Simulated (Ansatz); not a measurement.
The inner images of a band of CH$_{5}$SSi (8 atoms, charge 1, multiplicity 1) are given out of order.

Level of theory: RKS PBE0-D4/def2-SVP in Ansatz.

Initial state:

```xyz
8
Properties=species:S:1:pos:R:3
Si -0.838 0.957 -0.950
C 0.126 0.288 0.324
S 0.555 -1.389 0.315
H -1.305 0.101 -2.062
H -1.181 2.392 -0.905
H 0.489 0.892 1.162
H 1.902 -1.407 0.545
H 0.252 -1.835 1.570
```

Final state:

```xyz
8
Properties=species:S:1:pos:R:3
Si -0.743 0.830 -0.873
C 0.201 0.463 0.529
S 0.918 -1.031 1.052
H -1.068 -0.216 -1.868
H -1.224 2.213 -1.067
H 0.432 1.252 1.254
H 1.559 -1.545 -0.038
H -0.075 -1.966 1.013
```

Put them in order from the first end to the last, with their energies above the first end.
A.
```xyz
8
Properties=species:S:1:pos:R:3
Si -0.814 0.891 -0.947
C 0.147 0.495 0.446
S 0.725 -1.095 0.717
H -1.151 -0.158 -1.934
H -1.287 2.278 -1.134
H 0.436 1.216 1.218
H 1.894 -1.575 0.249
H 0.049 -2.052 1.385
```
B.
```xyz
8
Properties=species:S:1:pos:R:3
Si -0.821 0.963 -0.924
C 0.144 0.357 0.382
S 0.528 -1.330 0.296
H -1.217 -0.008 -1.968
H -1.236 2.376 -1.003
H 0.514 0.950 1.227
H 1.877 -1.439 0.480
H 0.211 -1.870 1.510
```
C.
```xyz
8
Properties=species:S:1:pos:R:3
Si -0.809 0.833 -0.966
C 0.147 0.460 0.433
S 0.898 -0.975 1.052
H -1.145 -0.213 -1.952
H -1.294 2.219 -1.171
H 0.387 1.251 1.156
H 1.782 -1.561 0.188
H 0.034 -2.014 1.260
```
D.
```xyz
8
Properties=species:S:1:pos:R:3
Si -0.806 0.940 -0.913
C 0.161 0.431 0.441
S 0.538 -1.257 0.344
H -1.164 -0.086 -1.920
H -1.263 2.333 -1.068
H 0.495 1.087 1.256
H 1.883 -1.500 0.397
H 0.157 -1.947 1.463
```
E.
```xyz
8
Properties=species:S:1:pos:R:3
Si -0.817 0.869 -0.963
C 0.140 0.483 0.430
S 0.817 -1.029 0.895
H -1.147 -0.186 -1.942
H -1.296 2.254 -1.159
H 0.414 1.230 1.189
H 1.855 -1.575 0.216
H 0.035 -2.046 1.334
```
F.
```xyz
8
Properties=species:S:1:pos:R:3
Si -0.806 0.911 -0.926
C 0.161 0.481 0.462
S 0.615 -1.176 0.505
H -1.155 -0.126 -1.925
H -1.275 2.300 -1.103
H 0.462 1.184 1.244
H 1.905 -1.553 0.313
H 0.092 -2.021 1.430
```
G.
```xyz
8
Properties=species:S:1:pos:R:3
Si -0.782 0.776 -0.949
C 0.167 0.459 0.466
S 0.938 -0.946 1.131
H -1.119 -0.270 -1.939
H -1.270 2.157 -1.159
H 0.363 1.299 1.141
H 1.686 -1.521 0.143
H 0.018 -1.954 1.166
```

B (+0.02 eV), D (+0.17 eV), F (+0.62 eV), A (+1.00 eV), E (+0.73 eV), C (+0.32 eV), G (+0.16 eV).

Run time: 2.3 min on 1 thread of Arm Neoverse V2 (shared host), peak memory 0.16 GiB.
